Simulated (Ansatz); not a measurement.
```yaml
atoms:
  - { symbol: N, position_ang: [0.0000, 0.5500, 2.8000] }
  - { symbol: N, position_ang: [0.0000, -0.5500, 2.8000] }
  - { symbol: N, position_ang: [0.5500, 0.0000, 0.0000] }
  - { symbol: N, position_ang: [-0.5500, 0.0000, 0.0000] }
```

RHF on singlet N₄ was run in several spherical basis sets with Ansatz (development build ahead of 0.2.0).

(1) Rank the basis sets by the total energy that they give, lowest first, with the distance from the lowest.
A. def2-SVP
B. 6-31G
C. cc-pVDZ

## Answers

(1) C (0.00 eV), B (4.72 eV), A (5.58 eV).

Totals follow the description of the cores as much as that of the bonds, so this order isn't one of quality for chemistry.
